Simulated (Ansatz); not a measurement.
# CCl (quartet): the correlation ladder, def2-QZVPP

One table from this session's results is given with a row withheld; the runs are named, their logs left out.

Program: Ansatz 0.2.0, Gaussian basis. Level of theory: def2-QZVPP, core rule «outside noble gas», up to 6 orbitals frozen. These are calculated values, not measurements.

Plan: UHF; ROHF; CCSD(T) on UHF.

### The geometry

The geometry is a PBE0/def2-TZVP stationary point (not a proven minimum).

2 atoms, charge 0, spin multiplicity 4.

Atoms are counted from 1 here; the program's logs count them from 0.

Bond lengths: C1–Cl2 1.644 Å.

Set-up of the first run:

Contents of in.yaml:

```yaml
crystal:
  periodic: [false, false, false]
  atoms:
    - {symbol: C, position_ang: [0.000000, 0.000000, 0.000000]}
    - {symbol: Cl, position_ang: [0.000000, 0.000000, 1.644200]}
basis:
  gaussian: {orbitals: "def2-QZVPP.json"}
magnetization: {spin_polarized: true, initial_magnetization: 3}
hamiltonian: {xc: hf}
output: {orbitals: {seedname: orbitals}}
```

On the command line:

```sh
ansatz run in.yaml --threads 1 --pin off --events-out ev --progress --plain --max-ram 2393MiB
```

Steps of the session up to this table: UHF; ROHF; CCSD(T) on UHF.

One table of the session follows, with a row left open; its other results are not shown here.

```
  method  from UCCSD(T) (kcal/mol)
    ROHF                         ?
     UHF                   +200.94
    UMP2                    +25.21
   UCCSD                     +8.94
UCCSD(T)                         0
```

**Question.** Estimate the row for ROHF.

**Answer.** from UCCSD(T) (kcal/mol): +203.99. In the column «from UCCSD(T) (kcal/mol)» it is the highest.
